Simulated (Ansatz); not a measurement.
# C2H8O2S: the cost of one run

Method: the levels named in each step, in Ansatz 0.2.0.

**1. The system as given**

Bond lengths: C1–S2 1.842 Å, S2–C3 1.840 Å, S2–O4 1.476 Å, C1–H6 1.085 Å, C1–H7 1.083 Å, C1–H8 1.085 Å, C3–H9 1.083 Å, C3–H10 1.085 Å, C3–H11 1.085 Å, O5–H12 0.978 Å, O5–H13 0.957 Å. Angles (14 of 16 angles, heavy atoms first): C1–S2–C3 95.0°, C1–S2–O4 105.1°, C3–S2–O4 105.1°, S2–C1–H6 107.8°, S2–C1–H7 108.6°, S2–C1–H8 109.0°, S2–C3–H9 108.6°, S2–C3–H10 109.0°, S2–C3–H11 107.7°, H6–C1–H7 110.1°, H6–C1–H8 110.0°, H7–C1–H8 111.4°, H9–C3–H10 111.4°, H9–C3–H11 110.1°.

Structure file:

```xyz
13

C     0.1182    1.5353   -0.7064
S     0.9699   -0.0211   -0.2116
C    -0.0606   -1.1128   -1.2760
O     0.5150   -0.2862    1.1672
O    -2.1998   -0.0573    0.9840
H     0.5324    2.3430   -0.1120
H     0.3076    1.7130   -1.7582
H    -0.9439    1.4354   -0.5072
H     0.1334   -0.8672   -2.3131
H    -1.1061   -0.9677   -1.0240
H     0.2299   -2.1390   -1.0759
H    -1.2563   -0.1648    1.2166
H    -2.6898   -0.2223    1.7897
```

**2. A rough first relaxation, PBE-D4/def2-SVP**

This run stands in another session on the same molecule. It ended at:

```xyz
13

C     0.1352    1.5606   -0.7110
S     0.9503   -0.0159   -0.2297
C    -0.1372   -1.1222   -1.2165
O     0.5615   -0.2660    1.2369
O    -2.1136    0.1198    0.9537
H     0.6341    2.3516   -0.1203
H     0.2793    1.7435   -1.7939
H    -0.9355    1.4820   -0.4353
H    -0.0569   -0.8876   -2.2957
H    -1.1592   -0.9595   -0.8151
H     0.2113   -2.1532   -1.0184
H    -1.1860   -0.0553    1.2835
H    -2.6335   -0.6095    1.3349
```

**3. Relaxation, HF/STO-3G**

input.yaml

```yaml
crystal:
  periodic: [false, false, false]
  atoms:
    - { symbol: C, position_ang: [0.1351852, 1.56058944, -0.71101212] }
    - { symbol: S, position_ang: [0.95027006, -0.01586844, -0.22965798] }
    - { symbol: C, position_ang: [-0.13718853, -1.12219881, -1.21649878] }
    - { symbol: O, position_ang: [0.56150617, -0.26595729, 1.23693216] }
    - { symbol: O, position_ang: [-2.11360922, 0.11984528, 0.95373846] }
    - { symbol: H, position_ang: [0.6341307, 2.35162004, -0.12029924] }
    - { symbol: H, position_ang: [0.27928679, 1.74347028, -1.79386911] }
    - { symbol: H, position_ang: [-0.93546027, 1.48196392, -0.43533506] }
    - { symbol: H, position_ang: [-0.05690382, -0.8876446, -2.29573612] }
    - { symbol: H, position_ang: [-1.15923189, -0.9595148, -0.81511258] }
    - { symbol: H, position_ang: [0.21125993, -2.15320234, -1.01843814] }
    - { symbol: H, position_ang: [-1.18596487, -0.05532662, 1.28346432] }
    - { symbol: H, position_ang: [-2.63345025, -0.60954605, 1.3349042] }
basis:
  gaussian: { orbitals: STO-3G }
hamiltonian:
  xc: hf
relax:
  f_tol: 0.004
  max_steps: 150
```

Command:

```
$ ansatz run input.yaml --threads 4 --pin off --max-ram 10240MiB --backend cpu --events-out ev --progress --plain --runs-dir out
```

Q: Estimate wall time and peak memory on 4 threads of Arm Neoverse V1, shared host.

About 5.7 s, with a peak of 0.11 GiB.
